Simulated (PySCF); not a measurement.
Vertical excitations of a molecule C4H8 from PySCF with TDDFT-B3LYP/def2-SVPD, as energy in eV (oscillator strength): 6.34 (0.001), 7.10 (0.417), 7.41 (0.037), 7.41 (0.000), 8.09 (0.000), 8.19 (0.019), 8.22 (0.000), 8.74 (0.009), 8.76 (0.000), 8.82 (0.000). Lowest triplet (TDA): 4.35 eV. Geometry optimised at PBE0-D3(BJ)/def2-SVP. One conformer was computed; it need not be the lowest.

### Question
Identify the compound among the candidates.
(A) C/C=C\C
(B) CC1CC1
(C) C=C(C)C
(D) C1CCC1

### Answer
C, C=C(C)C
